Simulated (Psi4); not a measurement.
**BF2 (SMILES F[B]F) at U-wB97X/cc-pVTZ**

Aim: the energy change on altering one bond length of BF2 at U-wB97X/cc-pVTZ, from 2 runs. 

Program for the calculation: Psi4 1.11.

## 1. The structure to begin with

BF2 has 3 atoms, charge 0, and is taken as a doublet. As SMILES, `F[B]F`. The shape is that of a PBE0-D4/def2-TZVP optimisation.

Bond lengths: F1–B2 1.306 Å, B2–F3 1.306 Å. Angles: F1–B2–F3 121.1°.

## 2. Energy and forces at U-wB97X/cc-pVTZ

File input.json:

```json
{
  "schema_name": "qcschema_input",
  "schema_version": 1,
  "molecule": {
    "schema_name": "qcschema_molecule",
    "schema_version": 2,
    "symbols": ["F", "B", "F"],
    "geometry": [0.96961847, -1.97344099, 0.30235618, 0.52723359, 0.45447913, 0.34260735, -1.51726111, 1.39631863, -0.67009688],
    "molecular_charge": 0,
    "molecular_multiplicity": 2,
    "fix_symmetry": "c1"
  },
  "driver": "gradient",
  "model": {
    "method": "wb97x",
    "basis": "cc-pVTZ"
  },
  "keywords": {
    "reference": "uks",
    "puream": true,
    "e_convergence": 1e-09,
    "d_convergence": 1e-08,
    "scf_type": "pk",
    "dft_radial_points": 99,
    "dft_spherical_points": 590,
    "maxiter": 100,
    "scf_properties": ["QUADRUPOLE", "LOWDIN_CHARGES", "WIBERG_LOWDIN_INDICES"]
  }
}
```

Launch:

```bash
$ psi4 --qcschema input.json -n 1 --memory 1600MB
```

stdout:

```text
[...]
  Running in c1 symmetry.
[...]
  Nuclear repulsion =   55.302284354231006
[...]
  Multiplicity = 2
[...]
  Nalpha       = 12
  Nbeta        = 11
[...]
    Number of basis functions: 90
[...]
   @UKS iter   1:  -224.54056175097077   -6.29298e-01   5.20965e-03 DIIS/ADIIS
[...]
   @UKS iter  11:  -224.60282858710914   -1.85310e-11   8.07126e-09 DIIS
[...]
   @S^2 Observed:                7.514440015E-01
[...]
    Orbital Energies [Eh]
    ---------------------
    Alpha Occupied:
       1A    -24.785685     2A    -24.785668     3A     -6.975053
       4A     -1.392030     5A     -1.365611     6A     -0.721292
       7A     -0.677001     8A     -0.632972     9A     -0.630784
      10A     -0.573594    11A     -0.562256    12A     -0.349532
    Alpha Virtual:
      13A      0.069653    14A      0.189850    15A      0.195712
      16A      0.255300    17A      0.260659    18A      0.431974
      19A      0.457832    20A      0.511511    21A      0.574857
      22A      0.599634    23A      0.609760    24A      0.706938
      25A      0.916641    26A      0.926937    27A      0.938934
[...]
  @UKS Final Energy:  -224.60282858710914
   => Energetics <=
    Nuclear Repulsion Energy =             55.3022843542310056
    One-Electron Energy =                -421.1914945325852386
    Two-Electron Energy =                 159.3398036200102581
    DFT Exchange-Correlation Energy =     -18.0534220287651799
    Empirical Dispersion Energy =           0.0000000000000000
    VV10 Nonlocal Energy =                  0.0000000000000000
    Total Energy =                       -224.6028285871091441
[...]
 Multipole Moments:
 ------------------------------------------------------------------------------------
     Multipole            Electronic (a.u.)      Nuclear  (a.u.)        Total (a.u.)
 ------------------------------------------------------------------------------------
 L = 1.  Multiply by 2.5417464519 to convert [e a0] to [Debye]
 Dipole X            :          0.2359379           -0.1595680            0.0763699
 Dipole Y            :          0.1843072           -0.1247259            0.0595812
 Dipole Z            :         -0.0000000           -0.0000000           -0.0000000
 Magnitude           :                                                    0.0968622
 L = 2.  Multiply by 1.3450342976 to convert [e a0^2] to [Debye ang]
 Quadrupole XX       :        -47.3213781           35.1261732          -12.1952050
 Quadrupole XY       :         38.0524630          -37.5686731            0.4837899
[...]
  -Total Gradient:
     Atom            X                  Y                   Z
    ------   -----------------  -----------------  -----------------
       1       -0.000695991391     0.005743089725    -0.000000000000
       2       -0.004515160721    -0.003572930428    -0.000000000000
       3        0.005368759295    -0.002046784815     0.000000000000
[...]
```

The result, in JSON:

```text
{
 "driver": "gradient",
 "model": {
  "method": "wb97x",
  "basis": "cc-pVTZ"
 },
 "success": true,
 "return_result": [-0.0006959913905971171, 0.005743089725381512, -1.8223490409600983e-14, -0.004515160721057898, -0.0035729304279240037, -8.317625084710892e-15, 0.005368759295164227, -0.002046784815459543, 2.0761735262314014e-14],
 "properties": {
  "calcinfo_nbasis": 90,
  "calcinfo_nmo": 90,
  "calcinfo_nalpha": 12,
  "calcinfo_nbeta": 11,
  "calcinfo_natom": 3,
  "nuclear_repulsion_energy": 55.302284354231006,
  "return_energy": -224.60282858710914,
  "return_gradient": [-0.0006959913905971171, 0.005743089725381512, -1.8223490409600983e-14, -0.004515160721057898, -0.0035729304279240037, -8.317625084710892e-15, 0.005368759295164227, -0.002046784815459543, 2.0761735262314014e-14],
  "scf_one_electron_energy": -421.19149453258524,
  "scf_two_electron_energy": 159.33980362001026,
  "scf_xc_energy": -18.05342202876518,
  "scf_dipole_moment": [0.07636992483492999, 0.05958124595091374, -3.632452422182355e-15],
  "scf_total_energy": -224.60282858710914,
  "scf_total_gradient": [-0.0006959913905971171, 0.005743089725381512, -1.8223490409600983e-14, -0.004515160721057898, -0.0035729304279240037, -8.317625084710892e-15, 0.005368759295164227, -0.002046784815459543, 2.0761735262314014e-14],
  "scf_iterations": 11
 }
}
```

Run time: 37 s. Hardware: 1 thread of Intel Xeon Platinum 8259CL at 2.50GHz (Skylake/Cascade Lake), shared host; peak memory 0.79 GiB.

## 3. The distorted shape at the same level

File bf2.xyz:

```xyz
3
BF2
F      0.583336    -1.429774     0.153609
B      0.279000     0.240500     0.181300
F     -0.802900     0.738900    -0.354600
```

File run.py:

```python
import numpy as np
from ase.calculators.psi4 import Psi4
from ase.io import read

mol = read('bf2.xyz')
calc = Psi4(atoms=mol, method='wb97x', basis='cc-pVTZ', memory='1600MB', num_threads=1, charge=0, multiplicity=2, label='bf2', reference='uks')
calc.psi4.set_options({'puream': True, 'e_convergence': 1e-09, 'd_convergence': 1e-08, 'scf_type': 'pk', 'dft_radial_points': 99, 'dft_spherical_points': 590, 'maxiter': 100})
mol.calc = calc

forces = mol.get_forces()
print(f'energy: {mol.get_potential_energy():.6f} eV')
print('forces / eV A^-1')
print(np.round(forces, 5))
```

Launch:

```bash
$ python run.py
```

bf2.dat:

```text
[...]
  Running in c1 symmetry.
[...]
  Nuclear repulsion =   48.593030245616106
[...]
  Multiplicity = 2
[...]
  Nalpha       = 12
  Nbeta        = 11
[...]
    Number of basis functions: 90
[...]
   @UKS iter   1:  -224.44740702333581   -8.23418e-01   5.92630e-03 DIIS/ADIIS
[...]
   @UKS iter  13:  -224.54554231562966   -9.89075e-12   7.53681e-09 DIIS
[...]
   @S^2 Observed:                7.534564443E-01
[...]
    Orbital Energies [Eh]
    ---------------------
    Alpha Occupied:
       1A    -24.831415     2A    -24.719293     3A     -7.037349
       4A     -1.418785     5A     -1.254432     6A     -0.740541
       7A     -0.648594     8A     -0.642187     9A     -0.588952
      10A     -0.502170    11A     -0.501353    12A     -0.394365
    Alpha Virtual:
      13A      0.020681    14A      0.130439    15A      0.172880
      16A      0.247987    17A      0.253904    18A      0.303403
      19A      0.417022    20A      0.487767    21A      0.502449
      22A      0.577189    23A      0.617634    24A      0.662671
      25A      0.904748    26A      0.917181    27A      0.923203
[...]
  @UKS Final Energy:  -224.54554231562966
   => Energetics <=
    Nuclear Repulsion Energy =             48.5930302456161058
    One-Electron Energy =                -408.1328036758641247
    Two-Electron Energy =                 152.9449212815301848
    DFT Exchange-Correlation Energy =     -17.9506901669118122
    Empirical Dispersion Energy =           0.0000000000000000
    VV10 Nonlocal Energy =                  0.0000000000000000
    Total Energy =                       -224.5455423156296604
[...]
 Multipole Moments:
 ------------------------------------------------------------------------------------
     Multipole            Electronic (a.u.)      Nuclear  (a.u.)        Total (a.u.)
 ------------------------------------------------------------------------------------
 L = 1.  Multiply by 2.5417464519 to convert [e a0] to [Debye]
 Dipole X            :         -0.0158472           -0.1226851           -0.1385323
 Dipole Y            :          0.9886669           -0.1848999            0.8037669
 Dipole Z            :          0.1065980           -0.0889242            0.0176739
 Magnitude           :                                                    0.8158093
[...]
  -Total Gradient:
     Atom            X                  Y                   Z
    ------   -----------------  -----------------  -----------------
       1        0.022214886087    -0.103711739860     0.000102282024
       2       -0.001752355329     0.089117152555     0.009430763597
       3       -0.020302509891     0.014519429374    -0.009453950164
[...]
```

The script printed:

```text
energy: -6110.195432 eV
forces / eV A^-1
[[-1.14234e+00  5.33307e+00 -5.26000e-03]
 [ 9.01100e-02 -4.58259e+00 -4.84950e-01]
 [ 1.04400e+00 -7.46620e-01  4.86140e-01]]
```

Wall time 38 s (1 thread of Intel Xeon Platinum 8259CL at 2.50GHz (Skylake/Cascade Lake), shared host); peak memory 0.81 GiB.

## 4. What came out

Level: U-wB97X/cc-pVTZ.

| quantity | value |
| --- | --- |
| first shape: total energy | -224.60283 Eh |
| first shape: dipole moment | 0.25 D |
| first shape: HOMO energy (highest over α and β) | -9.51 eV |
| first shape: LUMO energy (lowest over α and β) | -0.85 eV |
| first shape: ⟨S²⟩ | 0.751 |
| first shape: largest force on an atom | 0.297 eV/Å |
| distorted shape: total energy | -224.54554 Eh |
| distorted shape: dipole moment | 2.07 D |
| distorted shape: HOMO energy (highest over α and β) | -10.73 eV |
| distorted shape: LUMO energy (lowest over α and β) | -1.98 eV |
| distorted shape: ⟨S²⟩ | 0.753 |
| distorted shape: largest force on an atom | 5.454 eV/Å |
| energy change with the F1–B2 bond stretched from 1.306 to 1.698 Å | 1.559 eV |

In words: With the F1–B2 bond stretched from 1.306 to 1.698 Å the energy rises by 1.56 eV (150 kJ/mol). The first shape isn't relaxed at this level, so the change isn't measured from a minimum. The largest force (first shape) is 0.30 eV/Å: the shape isn't a stationary point for this species at this level.
